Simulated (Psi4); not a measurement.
# H2O2 (hydrogen peroxide): CCSD(T)/def2-TZVPP

What is the energy change on altering one bond length of H2O2 (hydrogen peroxide) at CCSD(T)/def2-TZVPP? 

Program for the calculation: Psi4 1.11.

1 further run of the same task is left out (set aside as unsound or not needed).

### 1 The structure to begin with

The species is H2O2 (4 atoms), meant as a singlet with charge 0. As SMILES, `OO`. Geometry: relaxed at PBE0-D4/def2-TZVP.

Bond lengths: O1–O2 1.426 Å, O1–H3 0.965 Å, O2–H4 0.965 Å. Angles: O1–O2–H4 101.1°, O2–O1–H3 101.1°.

### 2 A single-point energy at CCSD(T)/def2-TZVPP

The input, job.json:

```json
{
 "schema_name": "qcschema_input",
 "schema_version": 1,
 "molecule": {
  "schema_name": "qcschema_molecule",
  "schema_version": 2,
  "symbols": ["O", "O", "H", "H"],
  "geometry": [-0.91991868, -1.09811985, 0.05782562, 0.09127377, 1.37647651, 0.39098434, 0.35224495, -2.11082408, 0.88325799, 0.47639996, 1.8326564, -1.33206795],
  "molecular_charge": 0,
  "molecular_multiplicity": 1,
  "fix_symmetry": "c1"
 },
 "driver": "energy",
 "model": {
  "method": "ccsd(t)",
  "basis": "def2-TZVPP"
 },
 "keywords": {
  "puream": true,
  "e_convergence": 1e-09,
  "d_convergence": 1e-08,
  "scf_type": "pk",
  "num_frozen_docc": 2
 }
}
```

On the command line:

```sh
$ psi4 --qcschema job.json -n 1 --memory 1600MB
```

stdout:

```text
[...]
  Running in c1 symmetry.
[...]
  Nuclear repulsion =   37.283118750301384
[...]
  Multiplicity = 1
[...]
  Nalpha       = 9
  Nbeta        = 9
[...]
    Number of basis functions: 90
[...]
   @RHF iter   1:  -150.79703838540593   -7.46446e-01   3.73051e-03 DIIS/ADIIS
[...]
   @RHF iter  11:  -150.84575050282595   -6.16751e-12   9.33792e-09 DIIS
[...]
    Orbital Energies [Eh]
    ---------------------
    Doubly Occupied:
       1A    -20.626337     2A    -20.626032     3A     -1.484545
       4A     -1.208269     5A     -0.719100     6A     -0.712539
       7A     -0.615264     8A     -0.514940     9A     -0.481518
[...]
  @RHF Final Energy:  -150.84575050282595
   => Energetics <=
    Nuclear Repulsion Energy =             37.2831187503013837
    One-Electron Energy =                -282.2806527443489131
    Two-Electron Energy =                  94.1517834912215932
    Total Energy =                       -150.8457505028259220
[...]
 Multipole Moments:
 ------------------------------------------------------------------------------------
     Multipole            Electronic (a.u.)      Nuclear  (a.u.)        Total (a.u.)
 ------------------------------------------------------------------------------------
 L = 1.  Multiply by 2.5417464519 to convert [e a0] to [Debye]
 Dipole X            :         -0.1420299            0.7731780            0.6311481
 Dipole Y            :          0.0477148           -0.2596362           -0.2119214
 Dipole Z            :          0.0769403           -0.4187680           -0.3418277
 Magnitude           :                                                    0.7484015
[...]
      * MP2 total energy                      = -151.338691254123972
[...]
      * CCSD total energy                     = -151.346893031541498
[...]
      * CCSD(T) total energy                  = -151.364783839824071
[...]
```

The result, in JSON:

```text
{
 "driver": "energy",
 "model": {
  "method": "ccsd(t)",
  "basis": "def2-TZVPP"
 },
 "success": true,
 "return_result": -151.36478383982407,
 "properties": {
  "calcinfo_nbasis": 90,
  "calcinfo_nmo": 90,
  "calcinfo_nalpha": 9,
  "calcinfo_nbeta": 9,
  "calcinfo_natom": 4,
  "nuclear_repulsion_energy": 37.283118750301384,
  "return_energy": -151.36478383982407,
  "scf_one_electron_energy": -282.2806527443489,
  "scf_two_electron_energy": 94.1517834912216,
  "scf_dipole_moment": [0.6311480793060359, -0.21192136101380232, -0.34182772312902754],
  "scf_total_energy": -150.84575050282595,
  "scf_iterations": 11,
  "mp2_same_spin_correlation_energy": -0.12242362257806444,
  "mp2_opposite_spin_correlation_energy": -0.37051712871967235,
  "mp2_singles_energy": -2.7979378405869455e-27,
  "mp2_doubles_energy": -0.4929407512977368,
  "mp2_correlation_energy": -0.4929407512977368,
  "mp2_total_energy": -151.33869125412397,
  "ccsd_same_spin_correlation_energy": -0.10721990783814256,
  "ccsd_opposite_spin_correlation_energy": -0.39392262087710855,
  "ccsd_singles_energy": 0.0,
  "ccsd_doubles_energy": -0.5011425287152511,
  "ccsd_correlation_energy": -0.501142528715251,
  "ccsd_total_energy": -151.3468930315415,
  "ccsd_iterations": 17,
  "ccsd_prt_pr_correlation_energy": -0.5190333369978427,
  "ccsd_prt_pr_total_energy": -151.36478383982407
 }
}
```

Run time: 52 s. Hardware: 1 thread of AMD EPYC 7R43 (Zen 3), shared host; peak memory 0.83 GiB.

### 3 The distorted shape

The input, calc.inp:

```
memory 1600 mb

molecule system {
  O     -1.025388    -0.152357    -0.318858
  O     -0.490288     1.157143    -0.142558
  H      0.186400    -1.117000     0.467400
  H     -0.286488     1.398543    -1.054358
  symmetry c1
  no_reorient
  no_com
}

set {
  reference       rhf
  puream          true
  e_convergence   1e-09
  d_convergence   1e-08
  scf_type        pk
  num_frozen_docc 2
}

energy_value, wavefunction = energy("ccsd(t)/def2-TZVPP", return_wfn=True)
print_variables()
```

On the command line:

```sh
$ psi4 calc.inp calc.out -n 1
```

calc.out:

```text
[...]
  Running in c1 symmetry.
[...]
  Nuclear repulsion =   34.752696478927760
[...]
  Multiplicity = 1
[...]
  Nalpha       = 9
  Nbeta        = 9
[...]
    Number of basis functions: 90
[...]
   @RHF iter   1:  -150.56805279889443   -8.98518e-01   4.35835e-03 ADIIS/DIIS
[...]
   @RHF iter  15:  -150.67167315095389   -8.69704e-12   6.14877e-09 DIIS
[...]
    Orbital Energies [Eh]
    ---------------------
    Doubly Occupied:
       1A    -20.668669     2A    -20.628736     3A     -1.460117
       4A     -1.152972     5A     -0.712012     6A     -0.610336
       7A     -0.605306     8A     -0.493833     9A     -0.422239
[...]
  @RHF Final Energy:  -150.67167315095389
   => Energetics <=
    Nuclear Repulsion Energy =             34.7526964789277599
    One-Electron Energy =                -277.3403004408855850
    Two-Electron Energy =                  91.9159308110039461
    Total Energy =                       -150.6716731509538931
[...]
 Multipole Moments:
 ------------------------------------------------------------------------------------
     Multipole            Electronic (a.u.)      Nuclear  (a.u.)        Total (a.u.)
 ------------------------------------------------------------------------------------
 L = 1.  Multiply by 2.5417464519 to convert [e a0] to [Debye]
 Dipole X            :         23.8447634          -23.1028392            0.7419242
 Dipole Y            :        -15.9441086           15.7222020           -0.2219066
 Dipole Z            :          7.8111819           -8.0847888           -0.2736069
 Magnitude           :                                                    0.8213129
[...]
      * MP2 total energy                      = -151.206336859302013
[...]
      * CCSD total energy                     = -151.216612977692364
[...]
      * CCSD(T) total energy                  = -151.244154652591504
[...]
```

Run time: 72 s. Hardware: 1 thread of AMD EPYC 7R43 (Zen 3), shared host; peak memory 0.83 GiB.

### 4 Summary of results

At CCSD(T)/def2-TZVPP, 2 core orbitals frozen:

| quantity | value |
| --- | --- |
| first shape: total energy | -151.36478 Eh |
| first shape: HOMO energy (Hartree–Fock orbitals) | -13.10 eV |
| first shape: LUMO energy (Hartree–Fock orbitals) | 3.62 eV |
| first shape: HOMO–LUMO gap (Hartree–Fock orbitals) | 16.72 eV |
| first shape: correlation energy (2 core orbitals frozen) | -519.0 mEh |
| first shape: (T) correction | -17.89 mEh |
| first shape: T1 diagnostic | 0.011 |
| distorted shape: total energy | -151.24415 Eh |
| distorted shape: HOMO energy (Hartree–Fock orbitals) | -11.49 eV |
| distorted shape: LUMO energy (Hartree–Fock orbitals) | -0.09 eV |
| distorted shape: HOMO–LUMO gap (Hartree–Fock orbitals) | 11.40 eV |
| distorted shape: correlation energy (2 core orbitals frozen) | -572.5 mEh |
| distorted shape: (T) correction | -27.54 mEh |
| distorted shape: T1 diagnostic | 0.024 |
| energy change with the O1–H3 bond stretched from 0.965 to 1.737 Å | 3.282 eV |

With the O1–H3 bond stretched from 0.965 to 1.737 Å the energy rises by 3.28 eV (317 kJ/mol). The first shape isn't relaxed at this level, so the change isn't measured from a minimum. A restricted reference can't describe the breaking bond well at this length. The triples (first shape) make up 3.4 % of the correlation energy. The T1 diagnostic (distorted shape) of 0.024 is above the customary mark for such species, so a single reference may not serve. The triples (distorted shape) make up 4.8 % of the correlation energy.
